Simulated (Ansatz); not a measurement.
Compare A (`[SiH3][S]`•) with its isomer B (`[SiH2]S`•).

Program: Ansatz. Geometries: PBE0-D4/def2-TZVP. ΔE: electronic, gas phase. CCSD(T)/CBS is the MP2 limit (def2-TZVPP, def2-QZVPP) plus CCSD(T) − MP2 in def2-TZVPP, frozen cores. This one scheme is used for every species. Functionals use def2-TZVPP. B3LYP here is the variant with VWN-RPA as its local correlation; programs differ in this. Open shells (•) are unrestricted, without spin–orbit coupling.

Task: Which isomer does CCSD(T)/CBS put lower? Give the gap. (Estimate.)

Result: The calculation gave: A, by 1.9 kJ/mol. So small a gap doesn't settle the order.

Task: Give E(B) − E(A) in kJ/mol with r2SCAN-D4, CCSD(T)/def2-SVP, HF/def2-TZVPP, ωB97M-V, LDA (SPW92), B3LYP, BLYP-D4. (An estimate is asked.)

Result: Computed: r2SCAN-D4 -7.2, CCSD(T)/def2-SVP 8.6, HF/def2-TZVPP 32.3, ωB97M-V 3.4, LDA (SPW92) -25.2, B3LYP 3.5, BLYP-D4 -2.5. The order is the other way round with r2SCAN-D4, LDA (SPW92), BLYP-D4.

Task: Does the order hold for the free energy at 298.15 K (harmonic terms from PBE0-D4)? (Best estimate.)

Result: The calculation gave: No: G(B) − G(A) = -2.1 kJ/mol.

Largest T1 diagnostic: 0.016.

From BLYP to BHLYP (50 % exact exchange), in def2-TZVPP and without D4, E(B) − E(A) moves by +14.2 kJ/mol. In def2-TZVPP, CCSD(T) changes the Hartree–Fock value by −28.3 kJ/mol (the triples alone add −4.9 kJ/mol) and MP2 by −37.3 kJ/mol.
